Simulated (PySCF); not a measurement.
Species: C5H8F (charge +1).
SMILES with atom numbers: `[CH2:1]=[C:2]([F:3])[C+:4]([CH3:5])[CH3:6]` (hydrogens: H7, H8 on C1; H9, H10, H11 on C5; H12, H13, H14 on C6)

Torsions of this conformer, `[CH2:1]=[C:2]([F:3])[C+:4]([CH3:5])[CH3:6]`: C1–C2–C4–C5 179°.

The closed-shell ground state was solved at several levels (PySCF, density fitting, gas phase, non-relativistic). Geometry: PBE0-D3(BJ)/def2-SVP; no solvent, vibrations or thermal averaging.

| level | basis functions | total energy (Eh) | HOMO (eV) | LUMO (eV) | gap (eV) |
| --- | --- | --- | --- | --- | --- |
| PBE0/pcJ-1 | 242 | -294.5359 | -13.85 | -9.12 | 4.73 |
| HF/pcJ-1 | 242 | -293.1286 | -16.30 | -5.30 | 11.00 |
| B97-2/pcJ-1 | 242 | -294.7778 | -13.62 | -9.16 | 4.46 |
| KT2/pcJ-1 | 242 | -299.6672 | -12.72 | -9.88 | 2.84 |
| LDA/pcJ-1 | 242 | -292.4169 | -12.86 | -10.12 | 2.74 |

What might PBE/pcJ-1 (242 basis functions) give for the same quantities?

Total energy -294.5199 Eh, HOMO -12.68 eV, LUMO -9.94 eV, gap 2.74 eV.

In the pcJ-1 basis, how does the gap go with the fixed share of exact exchange?

LDA (0 %) 2.74 eV; PBE (0 %) 2.74 eV; KT2 (0 %) 2.84 eV; B97-2 (21 %) 4.46 eV; PBE0 (25 %) 4.73 eV; HF (100 %) 11.00 eV. Each rise in the share widens the gap here.
